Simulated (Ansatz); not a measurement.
Two isomers of C3H5F3: A = `FCC(F)CF`, B = `CCC(F)(F)F`.

Isolated molecules relaxed with PBE0-D4/def2-TZVP in Ansatz; ΔE leaves out vibrations. CCSD(T)/CBS is the MP2 limit (def2-TZVPP, def2-QZVPP) plus CCSD(T) − MP2 in def2-TZVPP, frozen cores. DFT in def2-TZVPP. B3LYP here is the variant with VWN-RPA as its local correlation; programs differ in this. Each species was taken in one conformer, which may not be the lowest.

(1) Which isomer does CCSD(T)/CBS put lower? Give the gap. (Best estimate.)

(2) Give E(B) − E(A) in kJ/mol with CCSD(T)/def2-TZVPP, ωB97M-V, r2SCAN-D4, MP2/def2-TZVPP, PBE0-D4, B3LYP-D4, B2PLYP. (Estimate.)

(3) Does the order hold for the free energy at 298.15 K (harmonic terms from PBE0-D4)? (An estimate is asked.)

Largest T1 diagnostic: 0.011.

Results:

(1) Computed: B, by 107.0 kJ/mol.

(2) Ansatz gave: CCSD(T)/def2-TZVPP -110.1, ωB97M-V -110.9, r2SCAN-D4 -116.6, MP2/def2-TZVPP -114.6, PBE0-D4 -111.1, B3LYP-D4 -100.6, B2PLYP -105.2. None reverses the order clearly.

(3) The calculation gave: Yes: G(B) − G(A) = -107.6 kJ/mol, for one conformer each.

At CCSD(T), def2-SVP lies −23.7 kJ/mol from the extrapolated value and def2-TZVPP −3.2 kJ/mol. From BLYP to BHLYP (50 % exact exchange), in def2-TZVPP and without D4, E(B) − E(A) moves by −10.5 kJ/mol.
